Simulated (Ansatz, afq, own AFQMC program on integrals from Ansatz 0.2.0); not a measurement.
# CN, doublet → CN⁺, singlet

```yaml
atoms:
  - { symbol: N, position_ang: [0.0000, 0.0000, 0.0000] }
  - { symbol: C, position_ang: [0.0000, 0.0000, 1.1601] }
```

E(singlet, charge +1) − E(doublet, charge +0) at this geometry, on UHF and UHF determinants.

Basis 6-31G. Only valence electrons are correlated. Ansatz 0.2.0 and our own AFQMC program on the same integrals; the CISD trial comes from CCSD amplitudes, and released means the phaseless constraint is let go. Error bars are statistical, one sigma. The errors of all members are added in quadrature.

Full CI on the same integrals is exact in this basis and with this determinant's frozen core.

Errors are counted within 6-31G, not against nature.

Cautions: CN (doublet): strong correlation (T1 0.093, weight of the determinant 0.75, largest double 0.12), unrestricted determinant spin contaminated (⟨S²⟩ 1.22 against 0.75), the released energies are still falling, so no released level is given (meV from the phaseless value at times in 1/Eh: -21 ± 4 at 0.24, -27 ± 4 at 0.51, -38 ± 5 at 0.99, -44 ± 5 at 1.62, -49 ± 4 at 2.40), its ph-AFQMC/CISD value lies 29 ± 4 meV above full CI; CN⁺ (singlet): strong correlation (T1 0.097, weight of the determinant 0.71, largest double 0.20), unrestricted determinant spin contaminated (⟨S²⟩ 1.67 against 0.00), CCSD(T) is in doubt: in a space of 8 electrons in 8 natural orbitals full CI lies 381 meV below it, the released energies are still falling, so no released level is given (meV from the phaseless value at times in 1/Eh: -38 ± 5 at 0.24, -57 ± 4 at 0.51, -83 ± 3 at 0.99, -99 ± 4 at 1.62, -119 ± 5 at 2.40), its ph-AFQMC/CISD value lies 144 ± 5 meV above full CI.

```tsv
level	vertical ionization energy (kJ/mol)
HF	1189.2
CCSD	1279.2
```

**Question.** From these cheaper values, estimate the vertical ionization energy at the reference level in 6-31G.

**Answer.** 1249.4 kJ/mol (full CI in 6-31G).

```csv
level,vertical ionization energy (kJ/mol),error against FCI (kJ/mol)
MP2,1308.6,59.2
CCSD(T),1280.3,30.9
ph-AFQMC/CISD,1260.5 ± 0.6,11.1 ± 0.6
```

Correlation beyond CCSD(T) takes off 30.9 kJ/mol. The perturbative (T) step is worth +1.1 kJ/mol. Where the cautions show a poor determinant, the low rows tell how each method copes with it, not its usual error.

A walk keeps the symmetry of its determinant, which the program's search chose and which needn't be the lowest solution, so a lower state of the same spin and another symmetry isn't excluded.
